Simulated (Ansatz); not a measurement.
PH (SMILES [PH]): methods side by side

PH has 2 atoms, charge 0, and is taken as a triplet. SMILES: `[PH]`. Geometry: relaxed at PBE0-D4/def2-TZVP.

```xyz
2

P     0.0000    0.0000   -0.0146
H     0.0000    0.0000    1.4137
```

Quantity: the energy change with the P1–H2 bond stretched from 1.428 to 2.857 Å, in eV. The values are calculated.

| level | kind | program | value (eV) | less FCI/cc-pVDZ | CPU time (all runs) |
| --- | --- | --- | --- | --- | --- |
| UHF/cc-pVDZ | Hartree–Fock | Ansatz | 2.08 | -0.54 | 0.36 s |
| U-revPBE/cc-pVDZ | GGA | Ansatz | 2.89 | +0.27 | 2 s |
| U-r2SCAN/cc-pVDZ | meta-GGA | Ansatz | 2.87 | +0.25 | 4.7 s |
| UBHLYP/cc-pVDZ | global hybrid | Ansatz | 2.95 | +0.33 | 3.2 s |
| U-wB97M-V/cc-pVDZ | range-separated hybrid | Ansatz | 3.03 | +0.41 | 17 s |
| UB2PLYP/cc-pVDZ | double hybrid | Ansatz | 2.88 | +0.26 | 4.5 s |
| RPA@PBE/cc-pVDZ | RPA | Ansatz | 2.88 | +0.26 | 3.1 s |
| UCCSDT(Q)/cc-pVDZ | coupled cluster or CI | Ansatz | 2.62 | 0.00 | 3.2 s |
| FCI/3-21G | exact in the basis | Ansatz | 2.05 | -0.57 | 0.86 s |
| FCI/cc-pVDZ | exact in the basis | Ansatz | 2.62 | 0.00 | 1.8 s |

FCI/cc-pVDZ is exact within its basis and frozen core, so for wave-function methods in that basis the difference is their error; functionals converge differently with the basis, so for them it is only a difference. The first shape isn't each level's own minimum. The values span 2.05 to 3.03 eV. Spin contamination of the reference (⟨S²⟩ at least 0.1 too high) touches UHF/cc-pVDZ, U-revPBE/cc-pVDZ, U-r2SCAN/cc-pVDZ, UBHLYP/cc-pVDZ, U-wB97M-V/cc-pVDZ, UB2PLYP/cc-pVDZ, RPA@PBE/cc-pVDZ, UCCSDT(Q)/cc-pVDZ. High-level rows in very small sets aren't better than simpler rows in larger ones. Times are those of the runs behind each value, whatever else they computed, on shared processors of several kinds: orders of magnitude only.
